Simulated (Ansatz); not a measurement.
A made-up structure of CH₂BO, doublet:

```
5
angstrom
C -0.3786 -0.0330 -1.3192
B -0.0250 -0.1703 0.1473
O 0.3007 -0.3573 1.5823
H -0.6584 0.0733 -2.4764
H 0.7613 0.4874 2.0661
```

It is relaxed with PBE-D4/def2-SVP and then PBE0-D4/def2-TZVP (Ansatz 0.2.0). Atoms count as bonded within 1.22 times the sum of their covalent radii (H–H: 0.88 Å). The end point is not checked to be a true minimum.

Question: Does its bonding change? (Judge from chemistry; the calculation decides.)

Answer: Computed: No: no bond forms or breaks.

Where it ends: The first stage lowers the energy by 1.26 eV in 7 steps. It ends as CH₂BO ([CH][B][OH]):
```xyz
5
angstrom
C -0.3379 -0.0291 -1.1779
B -0.0222 -0.1519 0.1314
O 0.2685 -0.3190 1.4127
H -0.5880 0.0651 -2.2111
H 0.6797 0.4350 1.8449
```

Labels in which every atom is bracketed show which atoms are joined, not bond orders.

For scale, one of the runs: PBE0-D4/def2-TZVP relaxation, 105 basis functions, launched by `ansatz run in.yaml --threads 2 --pin off --events-out ev --progress --plain --max-ram 4352MiB`. Hardware: 2 CPU threads of an Arm Neoverse V2, shared host. Wall time about 14 s.
